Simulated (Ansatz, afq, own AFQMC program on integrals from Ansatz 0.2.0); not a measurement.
AFQMC on a folder of integrals that Ansatz 0.2.0 wrote.

```yaml
crystal:
  periodic: [false, false, false]
  atoms:
    - {symbol: Si, position_ang: [0.149878, -0.386218, -1.144333]}
    - {symbol: Br, position_ang: [0.746288, -2.515940, -1.368172]}
    - {symbol: Br, position_ang: [-1.458763, 0.163295, -2.576809]}
    - {symbol: H, position_ang: [1.346698, 0.459064, -1.453386]}
basis:
  gaussian: {orbitals: def2-SVP}
magnetization: {spin_polarized: true, initial_magnetization: 1}
correlation: {method: ccsd_t, electrons: outside_noble_gas, hamiltonian_folder: ham}
```

```sh
$ ansatz run in.yaml --threads 1 --pin off --events-out ev --progress --plain --max-ram 16896MiB --backend cuda --devices 0, --max-vram 18GiB
```

afq runs on the folder ham with

```
--method free --trial cisd --walkers 4000 --time-step 0.03 --max-blocks 4000 --target-error 0.00052 --factor-cut 1e-05 --seed 6321 --times 0,0.21,0.42,0.81,1.2,1.8,2.4,3 --taylor-order 8
```

Times are imaginary, in 1/Eh. The walk had a cap of 102 s. Filled inner d shells are frozen with the cores.

Log:

```
orbitals 54  electrons 10 9  factors 439 of 825
reference energy -5433.68072142 Eh
CCSD correlation -0.34691549 Eh in 11 cycles, weight of the determinant in the CISD state 0.8463
repeat  energy at the last time / Eh  error
    10  -5434.038841  0.000355
time / (1/Eh)  energy / Eh  error  mean overlap
  0.00  -5434.027554  0.000062  1.1813
  0.21  -5434.032352  0.000076  1.1810
  0.42  -5434.034801  0.000092  1.1807
  0.81  -5434.036658  0.000118  1.1881
  1.20  -5434.037516  0.000124  1.1941
  1.80  -5434.038165  0.000214  1.1957
  2.40  -5434.038504  0.000225  1.1978
  3.00  -5434.038516  0.000285  1.2037
energy -5434.038516 +/- 0.000285 Eh
```

The run passed its tests (error under three times the target), which doesn't prove that it has relaxed, ending at its cap on processor time.

Against this walk (error 7.7 meV) on the same determinant: CCSD(T) 41.8 meV higher, CCSDT(Q) 2.8 meV lower (within the noise). The error is statistical, and a free projection of finite length keeps a remainder of its start.

Cautions: remainder of the start not in the error; no relativity below Rb; no spin-orbit coupling; inner d shell frozen.

The walk took 110 s on 1 × NVIDIA H100 80GB HBM3 with 2 threads of AMD EPYC 7R13 Processor (Zen 3), on a shared host (the card was shared). The log's last line is the free-projection energy.

CCSDT and higher add their correlation energy to the determinant of the CCSD(T) run, since their own runs factorise the integrals more tightly (a shift of under 2 meV).
